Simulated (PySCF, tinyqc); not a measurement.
A ladder of methods, and size consistency: correlation methods against full CI in the sto-6g basis, for BH, spin multiplicity 1. Computed by the program tinyqc with PySCF. Command: `OMP_NUM_THREADS=1 python tinyqc.py 112577 112578 out.jsonl`; one thread of a shared host (Intel(R) Xeon(R) Processor @ 2.60GHz), about 1 s.

Geometry (angstrom):
```
atom       x       y       z
B     0.0000  0.0000  0.0000
H     0.0000  0.0000  1.4330
```

RHF energy of one = -24.980820 hartree

All electrons correlated; +Q is the Davidson correction (1 - c0^2) E_corr. The last columns treat two copies 100 angstrom apart as one system. FCI is the lowest singlet.

Correlation energies (hartree):
```
method   E_corr of one  share of FCI (%)  E_corr of two at 100 angstrom  two minus twice one (mhartree)
MP2           -0.03443            52.008                       -0.06885                           0.000
CISD          -0.06354            95.995                       -0.11787                           9.215
CISD+Q        -0.06894           104.151                       -0.13370                           4.188
CCSD          -0.06603            99.749                       -0.13206                           0.000
CCSD(T)       -0.06608            99.830                       -0.13217                           0.000
FCI           -0.06620           100.000                              -                               -
```

MP2 recovers 52 %, CISD 96.0 % and CCSD 99.7 % of the FCI value (c0^2 = 0.915 in CISD). MP2 and coupled cluster are size consistent, so their last column vanishes; CISD loses 9.21 mhartree, since a double excitation on each copy is a quadruple of the pair, and the Davidson correction leaves +4.19. The restricted reference is unstable here: a spin-polarised solution lies 0.0090 hartree lower (PySCF), so results built on it describe a poor reference.
